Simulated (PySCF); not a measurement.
CO⁺: energy against distance

Set-up: basis C jorge-DZP-DKH, O jorge-DZP-DKH; spin-free X2C with a Gaussian nucleus; PySCF 2.14. Energies in eV from C⁺ + O in their ground configurations at the same level. State: ²Σ⁺ (doublet), unpaired electrons σ ↑.

| R (Å) | PBE0 |
| --- | --- |
| 0.965 | -5.903 |
| 1.010 | -7.222 |
| 1.055 | -7.962 |
| 1.088 | -8.226 |
| 1.122 | -8.297 |
| 1.156 | -8.216 |
| 1.200 | -7.930 |
| 1.257 | -7.373 |
| 1.324 | -6.534 |
| 1.414 | -5.311 |

Q: Put a parabola through the three lowest points of the PBE0 curve and estimate Re, k and ωe (reduced mass 6.856 u; 1 eV/Å² = 0.16022 mdyn/Å; ωe = 1302.8·√(k/μ) cm⁻¹).

A: Through R = 1.088, 1.122, 1.156 Å the second-order coefficient is 65.7 eV/Å², so Re ≈ 1.121 Å, k ≈ 21.1 mdyn/Å and ωe ≈ 2284 cm⁻¹. A polynomial fit of higher order to the unrounded PBE0 energies gives Re = 1.120 Å, k = 21.8 mdyn/Å, ωe = 2323 cm⁻¹; anharmonicity and rounding make the difference.

The higher-order fit for each curve: PBE0: Re = 1.120 Å, ωe = 2323 cm⁻¹, De = 8.30 eV.

For an ion De counts to the pair picked by the measured ionisation energies or electron affinities, which need not be the lowest pair at this level. The state was picked by a PBE0 search and need not be the measured ground state.
